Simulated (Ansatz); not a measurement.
Harmonic vibrations of AlH6NSi, SMILES `N[SiH2][AlH2]` by finite differences.

```yaml
crystal:
  periodic: [false, false, false]
  atoms:
    - {symbol: N, position_ang: [-1.169423, 0.834019, -0.846348]}
    - {symbol: Si, position_ang: [0.462896, 0.552438, -0.344926]}
    - {symbol: Al, position_ang: [0.509841, -1.296728, 1.273021]}
    - {symbol: H, position_ang: [-1.780023, 0.047707, -0.997267]}
    - {symbol: H, position_ang: [-1.378865, 1.575809, -1.496099]}
    - {symbol: H, position_ang: [0.974254, 1.818040, 0.259847]}
    - {symbol: H, position_ang: [1.423528, 0.262217, -1.464199]}
    - {symbol: H, position_ang: [1.779868, -1.555758, 2.194307]}
    - {symbol: H, position_ang: [-0.733678, -2.284044, 1.404563]}
basis:
  gaussian: {orbitals: def2-TZVP}
hamiltonian: {xc: pbe0, dispersion: d4}
phonons: {temperatures: {t_min: 298.15, t_max: 900, t_step: 200}}
```

```sh
$ ansatz run in.yaml --threads 2 --pin off --events-out ev --progress --plain --max-ram 4352MiB
```

Shortened log:

```
Functional definition: PBE0
mean field -16055.00411571 eV, -590.0105187799 hartree, gradient 1.1e-5 eV, S^2 0.000000; 0 other end points of the search recorded, 0 dependent functions left out
mean field -16055.00396356 eV, -590.0105131882 hartree, gradient 6.0e-7 eV, S^2 0.000000; 0 other end points of the search recorded, 0 dependent functions left out
mean field -16055.00397908 eV, -590.0105137586 hartree, gradient 6.1e-7 eV, S^2 0.000000; 0 other end points of the search recorded, 0 dependent functions left out
mean field -16055.00394985 eV, -590.0105126844 hartree, gradient 7.3e-7 eV, S^2 0.000000; 0 other end points of the search recorded, 0 dependent functions left out
mean field -16055.00392188 eV, -590.0105116566 hartree, gradient 7.6e-7 eV, S^2 0.000000; 0 other end points of the search recorded, 0 dependent functions left out
mean field -16055.00402397 eV, -590.0105154082 hartree, gradient 7.6e-7 eV, S^2 0.000000; 0 other end points of the search recorded, 0 dependent functions left out
mean field -16055.00404578 eV, -590.0105162098 hartree, gradient 7.4e-7 eV, S^2 0.000000; 0 other end points of the search recorded, 0 dependent functions left out
mean field -16055.00402465 eV, -590.0105154333 hartree, gradient 1.7e-6 eV, S^2 0.000000; 0 other end points of the search recorded, 0 dependent functions left out
mean field -16055.00399745 eV, -590.0105144337 hartree, gradient 2.6e-6 eV, S^2 0.000000; 0 other end points of the search recorded, 0 dependent functions left out
mean field -16055.00404501 eV, -590.0105161815 hartree, gradient 2.4e-6 eV, S^2 0.000000; 0 other end points of the search recorded, 0 dependent functions left out
mean field -16055.00403097 eV, -590.0105156655 hartree, gradient 1.7e-6 eV, S^2 0.000000; 0 other end points of the search recorded, 0 dependent functions left out
mean field -16055.00403949 eV, -590.0105159788 hartree, gradient 2.6e-6 eV, S^2 0.000000; 0 other end points of the search recorded, 0 dependent functions left out
mean field -16055.00404793 eV, -590.0105162889 hartree, gradient 2.6e-6 eV, S^2 0.000000; 0 other end points of the search recorded, 0 dependent functions left out
mean field -16055.00406669 eV, -590.0105169783 hartree, gradient 2.8e-6 eV, S^2 0.000000; 0 other end points of the search recorded, 0 dependent functions left out
mean field -16055.00405071 eV, -590.0105163911 hartree, gradient 2.6e-6 eV, S^2 0.000000; 0 other end points of the search recorded, 0 dependent functions left out
mean field -16055.00405897 eV, -590.0105166946 hartree, gradient 1.8e-6 eV, S^2 0.000000; 0 other end points of the search recorded, 0 dependent functions left out
mean field -16055.00409227 eV, -590.0105179184 hartree, gradient 2.0e-6 eV, S^2 0.000000; 0 other end points of the search recorded, 0 dependent functions left out
mean field -16055.00409585 eV, -590.0105180498 hartree, gradient 1.9e-6 eV, S^2 0.000000; 0 other end points of the search recorded, 0 dependent functions left out
mean field -16055.00406468 eV, -590.0105169043 hartree, gradient 1.7e-6 eV, S^2 0.000000; 0 other end points of the search recorded, 0 dependent functions left out
mean field -16055.00404696 eV, -590.0105162531 hartree, gradient 1.9e-6 eV, S^2 0.000000; 0 other end points of the search recorded, 0 dependent functions left out
mean field -16055.00406457 eV, -590.0105169003 hartree, gradient 1.7e-6 eV, S^2 0.000000; 0 other end points of the search recorded, 0 dependent functions left out
mean field -16055.00402299 eV, -590.0105153724 hartree, gradient 1.6e-6 eV, S^2 0.000000; 0 other end points of the search recorded, 0 dependent functions left out
mean field -16055.00402127 eV, -590.0105153090 hartree, gradient 1.1e-6 eV, S^2 0.000000; 0 other end points of the search recorded, 0 dependent functions left out
mean field -16055.00410184 eV, -590.0105182701 hartree, gradient 1.8e-6 eV, S^2 0.000000; 0 other end points of the search recorded, 0 dependent functions left out
mean field -16055.00411120 eV, -590.0105186140 hartree, gradient 1.7e-6 eV, S^2 0.000000; 0 other end points of the search recorded, 0 dependent functions left out
mean field -16055.00408902 eV, -590.0105177988 hartree, gradient 1.4e-6 eV, S^2 0.000000; 0 other end points of the search recorded, 0 dependent functions left out
mean field -16055.00410560 eV, -590.0105184082 hartree, gradient 1.2e-6 eV, S^2 0.000000; 0 other end points of the search recorded, 0 dependent functions left out
mean field -16055.00403706 eV, -590.0105158892 hartree, gradient 1.5e-6 eV, S^2 0.000000; 0 other end points of the search recorded, 0 dependent functions left out
mean field -16055.00402668 eV, -590.0105155079 hartree, gradient 2.0e-6 eV, S^2 0.000000; 0 other end points of the search recorded, 0 dependent functions left out
mean field -16055.00404968 eV, -590.0105163530 hartree, gradient 2.3e-6 eV, S^2 0.000000; 0 other end points of the search recorded, 0 dependent functions left out
mean field -16055.00406391 eV, -590.0105168760 hartree, gradient 1.8e-6 eV, S^2 0.000000; 0 other end points of the search recorded, 0 dependent functions left out
mean field -16055.00410320 eV, -590.0105183199 hartree, gradient 2.6e-6 eV, S^2 0.000000; 0 other end points of the search recorded, 0 dependent functions left out
mean field -16055.00410293 eV, -590.0105183099 hartree, gradient 2.4e-6 eV, S^2 0.000000; 0 other end points of the search recorded, 0 dependent functions left out
mean field -16055.00407808 eV, -590.0105173970 hartree, gradient 1.2e-6 eV, S^2 0.000000; 0 other end points of the search recorded, 0 dependent functions left out
mean field -16055.00407346 eV, -590.0105172270 hartree, gradient 1.7e-6 eV, S^2 0.000000; 0 other end points of the search recorded, 0 dependent functions left out
mean field -16055.00409936 eV, -590.0105181788 hartree, gradient 1.7e-6 eV, S^2 0.000000; 0 other end points of the search recorded, 0 dependent functions left out
mean field -16055.00410593 eV, -590.0105184205 hartree, gradient 1.6e-6 eV, S^2 0.000000; 0 other end points of the search recorded, 0 dependent functions left out
mean field -16055.00409157 eV, -590.0105178925 hartree, gradient 2.8e-6 eV, S^2 0.000000; 0 other end points of the search recorded, 0 dependent functions left out
mean field -16055.00409118 eV, -590.0105178783 hartree, gradient 2.4e-6 eV, S^2 0.000000; 0 other end points of the search recorded, 0 dependent functions left out
mean field -16055.00411305 eV, -590.0105186820 hartree, gradient 1.5e-6 eV, S^2 0.000000; 0 other end points of the search recorded, 0 dependent functions left out
mean field -16055.00410424 eV, -590.0105183583 hartree, gradient 1.7e-6 eV, S^2 0.000000; 0 other end points of the search recorded, 0 dependent functions left out
mean field -16055.00408369 eV, -590.0105176029 hartree, gradient 1.4e-6 eV, S^2 0.000000; 0 other end points of the search recorded, 0 dependent functions left out
mean field -16055.00408556 eV, -590.0105176717 hartree, gradient 1.4e-6 eV, S^2 0.000000; 0 other end points of the search recorded, 0 dependent functions left out
mean field -16055.00409255 eV, -590.0105179286 hartree, gradient 9.9e-7 eV, S^2 0.000000; 0 other end points of the search recorded, 0 dependent functions left out
mean field -16055.00408454 eV, -590.0105176343 hartree, gradient 9.7e-7 eV, S^2 0.000000; 0 other end points of the search recorded, 0 dependent functions left out
mean field -16055.00410480 eV, -590.0105183787 hartree, gradient 1.4e-6 eV, S^2 0.000000; 0 other end points of the search recorded, 0 dependent functions left out
mean field -16055.00411822 eV, -590.0105188721 hartree, gradient 1.4e-6 eV, S^2 0.000000; 0 other end points of the search recorded, 0 dependent functions left out
mean field -16055.00410817 eV, -590.0105185027 hartree, gradient 1.3e-6 eV, S^2 0.000000; 0 other end points of the search recorded, 0 dependent functions left out
mean field -16055.00409295 eV, -590.0105179434 hartree, gradient 1.2e-6 eV, S^2 0.000000; 0 other end points of the search recorded, 0 dependent functions left out
mean field -16055.00408886 eV, -590.0105177931 hartree, gradient 1.1e-6 eV, S^2 0.000000; 0 other end points of the search recorded, 0 dependent functions left out
mean field -16055.00409103 eV, -590.0105178728 hartree, gradient 1.3e-6 eV, S^2 0.000000; 0 other end points of the search recorded, 0 dependent functions left out
mean field -16055.00408820 eV, -590.0105177686 hartree, gradient 1.5e-6 eV, S^2 0.000000; 0 other end points of the search recorded, 0 dependent functions left out
mean field -16055.00410902 eV, -590.0105185340 hartree, gradient 1.8e-6 eV, S^2 0.000000; 0 other end points of the search recorded, 0 dependent functions left out
mean field -16055.00412056 eV, -590.0105189578 hartree, gradient 1.5e-6 eV, S^2 0.000000; 0 other end points of the search recorded, 0 dependent functions left out
mean field -16055.00410464 eV, -590.0105183729 hartree, gradient 1.4e-6 eV, S^2 0.000000; 0 other end points of the search recorded, 0 dependent functions left out
Total energy: -16055.13522922 eV, -590.0153371122 hartree
Atom 0 at    -1.169423     0.834019    -0.846348 Å, force     0.004744    -0.000637     0.000668 eV/Å
Atom 1 at     0.462896     0.552438    -0.344926 Å, force    -0.002175    -0.000133    -0.000002 eV/Å
Atom 2 at     0.509841    -1.296728     1.273021 Å, force    -0.000536     0.000167    -0.000374 eV/Å
Atom 3 at    -1.780023     0.047707    -0.997267 Å, force    -0.001164     0.000770    -0.000466 eV/Å
Atom 4 at    -1.378865     1.575809    -1.496099 Å, force    -0.001427    -0.000640    -0.000075 eV/Å
Atom 5 at     0.974254     1.818040     0.259847 Å, force     0.000162     0.000185     0.000041 eV/Å
Atom 6 at     1.423528     0.262217    -1.464199 Å, force     0.000030     0.000255     0.000074 eV/Å
Atom 7 at     1.779868    -1.555758     2.194307 Å, force    -0.000203    -0.000134    -0.000121 eV/Å
Atom 8 at    -0.733678    -2.284044     1.404563 Å, force     0.000570     0.000167     0.000254 eV/Å
Dipole moment:    -0.181702    -0.005833    -0.201738 e Å
Vibrations: 94.94 126.44 198.45 343.41 374.55 402.79 438.60 580.27 709.13 752.87 776.35 844.52 919.99 965.16 1586.03 1895.62 1911.51 2120.49 2184.49 3594.56 3689.09 cm⁻¹, zero-point energy 1.519381 eV
```

Hardware: 2 threads of an AMD EPYC 7B13 on a shared host. Wall time 69 s, peak host memory 0.28 GiB.
